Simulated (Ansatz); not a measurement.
Seven cases of atomisation energy with Al to Br (electronic energies, kcal/mol); geometries: B3LYP-D3(BJ)/def2-TZVP. The cases were drawn at random from those of this class that have a high level and all functionals, leaving out states under which another spin lies or may lie. Left out are anions, K, Ca, elements past Kr, ionisation of Li, Na and Mg, pi-pi* triplets of linear molecules and other triplets made from a closed-shell parent. Runs that doubt their state, and full CI more than 15 mEh from coupled cluster, are set aside; a case stays where another high level and all functionals remain. AFQMC serves as high level only in triple zeta or larger, with a steady walk, a bar under 0.8 kcal/mol and agreement with other high levels or trials where they ran; where none ran, an unstable determinant or (outside 3d species) a high T1 diagnostic also bars it, so strongly correlated cases are thinned. No case was kept or dropped by the size of a functional's miss. High levels with a bar over 0.5 kcal/mol are left out too, and the seventh case lies inside the range of the six. Affinities count positive where energy is released, gaps as the second state minus the first. B3LYP is by Ansatz (an electronic-structure program) in def2-TZVPD. High levels (Ansatz): P = CCSD(T)/CBS(cc-pV(Q+d)Z,cc-pV(5+d)Z) + [CCSDT(Q) - CCSD(T)]/cc-pV(D+d)Z + core + X2C; Q = CCSD(T)/CBS(cc-pV(Q+d)Z,cc-pV(5+d)Z) + [CCSDT(Q) - CCSD(T)]/cc-pV(T+d)Z + core + X2C; R = CCSD(T)/CBS(cc-pV(T+d)Z,cc-pV(Q+d)Z) + [CCSDT(Q) - CCSD(T)]/cc-pV(D+d)Z + core + X2C; S = CCSD(T)/CBS(cc-pVQZ,cc-pV5Z) + [CCSDT(Q) - CCSD(T)]/cc-pVDZ; T = CCSD(T)/CBS(cc-pVQZ,cc-pV5Z) + [CCSDT(Q) - CCSD(T)]/cc-pVQZ + [CCSDTQ - CCSDT(Q)]/cc-pVDZ; U = CCSD(T)/CBS(def2-TZVPP,def2-QZVPP) + [CCSDT(Q) - CCSD(T)]/def2-QZVPP + [CCSDTQ - CCSDT(Q)]/def2-SVP. Open shells are spin-unrestricted; no spin-orbit coupling. Cores are frozen in correlated methods (noble-gas shells, and filled d and f shells in the p block). Rows without X2C or -DK are non-relativistic. CBS(X,Y): correlation extrapolated as X^-3, Hartree-Fock from the larger set (Q,5: extrapolated as (X+1)exp(-9√X)). A bracket is a step between two methods taken in the basis named. The functionals are non-relativistic, so their misses hold any scalar relativity. '+ core + X2C': CCSD(T) terms for core correlation (cc-pwCVTZ, 1s frozen past Ne) and scalar relativity (cc-pVTZ-DK). Where a partner has so few electrons that a lower coupled-cluster level is exact, that level stands in. Spin-orbit terms, left out, reach several kcal/mol for Br and I, and more for heavier atoms. The spin of ClMg ([Mg][Cl], doublet) was assumed, and the state is the lowest solution found for it.

| case | B3LYP | level | high level |
|---|---|---|---|
| MgCl (SMILES [Mg][Cl], doublet) | 72.7 | U | 78.8 |
| Si2H4F2 (difluoro(silyl)silane, SMILES F[SiH](F)[SiH3]) | 641.3 | R | 654.7 |
| CH3S (SMILES [CH2]S, doublet) | 371.6 | Q | 372.8 |
| GaF (SMILES [Ga][F]) | 139.7 | T | 143.2 |
| BH2Br (SMILES BBr) | 282.8 | T | 282.1 |
| CHBrF2 (bromo(difluoro)methane, SMILES BrC(F)F) | 396.7 | S | 403.3 |
| BHSCl2 (SMILES SB(Cl)Cl) | 389.0 | P | withheld |

**Question.** Fit a straight line from B3LYP to the high level over the first six rows by least squares, predict the seventh, and compare with the calculation.

**Answer.** Means: B3LYP 317.47, high level 322.48. Sxx = 206790, Sxy = 209626, slope 1.0137, intercept +0.67 kcal/mol; residual standard deviation 4.6 kcal/mol. Seventh row: 1.0137·(389.0) +0.67 = 395.0 kcal/mol. The calculation gave 400.8 kcal/mol: the line differs from it by -5.8, B3LYP itself by -11.8.
